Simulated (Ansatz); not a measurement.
```yaml
crystal:
  periodic: [false, false, false]
  atoms:
    - {symbol: F, position_ang: [-1.921775, -0.359000, -1.260067]}
    - {symbol: C, position_ang: [-0.965157, 0.526210, -0.927322]}
    - {symbol: C, position_ang: [-0.065876, -0.070922, 0.009200]}
    - {symbol: C, position_ang: [0.337994, -1.150590, 0.693108]}
    - {symbol: C, position_ang: [1.168700, 0.126033, 0.823198]}
    - {symbol: H, position_ang: [-1.445529, 1.407298, -0.476464]}
    - {symbol: H, position_ang: [-0.465988, 0.787755, -1.781440]}
    - {symbol: H, position_ang: [0.197836, -2.151795, 0.997082]}
    - {symbol: H, position_ang: [1.067221, 0.764694, 1.730454]}
    - {symbol: Xx, position_ang: [2.162288, 0.166235, 0.347617]}
basis:
  gaussian: {orbitals: def2-TZVPD}
hamiltonian: {xc: {name: B2PLYP}}
accuracy: high
```

```sh
$ ansatz run in.yaml --threads 2 --pin off --events-out ev --progress --plain --max-ram 4352MiB
```

Output, abridged:

```
Error: YAML parse error: error: line 13 column 16: `Xx` is not an element symbol (H … Og, case-exact)
11 |     - {symbol: H, position_ang: [0.197836, -2.151795, 0.997082]}
12 |     - {symbol: H, position_ang: [1.067221, 0.764694, 1.730454]}
13 |     - {symbol: Xx, position_ang: [2.162288, 0.166235, 0.347617]}
14 | basis:
15 |   gaussian: {orbitals: def2-TZVPD}
```

(1) What is wrong with this run?

Results:

(1) An element symbol is wrong. The input was rejected before any iteration.
